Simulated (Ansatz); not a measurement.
**How far each method lies from UCCSDT(Q) for [CH₃···H···Si], triplet**

Geometry: a point of a hydrogen-transfer path between rigid fragments, not a stationary point.

```yaml
atoms:
  - { symbol: C, position_ang: [-1.8495, 0.0000, 0.0000] }
  - { symbol: H, position_ang: [-2.2127, 1.0273, 0.0000] }
  - { symbol: H, position_ang: [-2.2127, -0.5137, 0.8897] }
  - { symbol: H, position_ang: [-2.2127, -0.5137, -0.8897] }
  - { symbol: H, position_ang: [-0.7599, 0.0000, 0.0000] }
  - { symbol: Si, position_ang: [1.0565, 0.0000, 0.0000] }
```

Basis cc-pVDZ; Ansatz 0.2.0. Correlated methods freeze the noble-gas cores, which leaves 12 electrons in 46 orbitals. Prefix R: restricted or restricted open-shell reference; prefix U: unrestricted. Active spaces: pair = (4e, 4o) about the gap.

Full CI isn't at hand for all of this; UCCSDT(Q) serves as the reference, and is uncertain by about the last step of the cluster series. The frozen core follows each run's orbitals, which can shift R against U totals by a few meV.

For open shells CISD is restricted-active-space CI with the open shells as a complete middle space.

The UHF ⟨S²⟩ is 2.023 and the T1 diagnostic (RCCSD) is 0.0155. The largest doubles amplitude (RCCSD) is 0.079. The T1 diagnostic (UCCSD) is 0.0137.

```
                level  E − E(UCCSDT(Q)) (kJ/mol)  share of correlation (%)  wall time
                  RHF                      698.5                      0.00          –
                  UHF                      686.9                      1.66          –
                 RMP2                      125.2                     82.08          –
                 UMP2                      125.6                     82.01          –
                 CISD                       76.1                     89.11      3.9 s
                RCCSD                       19.0                     97.28          –
                UCCSD                       18.7                     97.32          –
             RCCSD(T)                        3.1                     99.56      6.5 s
             UCCSD(T)                        3.0                     99.57      6.5 s
              BCCD(T)                        3.0                     99.57      3.4 s
               RCCSDT                        0.7                     99.90          –
               UCCSDT                        0.7                     99.90          –
            RCCSDT(Q)                        0.0                    100.00       47 s
  CASSCF (pair space)                      657.5                      5.86          –
  MRCISD (pair space)                       69.2                     90.10          –
MRCISD+Q (pair space)                        4.4                     99.37      2.2 s
```

The correlation energy at UCCSDT(Q), counted from RHF, is -7.239 eV. That run took 43 s on 1 thread of Arm Neoverse V2, shared host.

Times hold each run's SCF and search for its determinant on a shared host, so for small cases they say little of a method's own cost; they ran on 1 thread of Arm Neoverse V2.
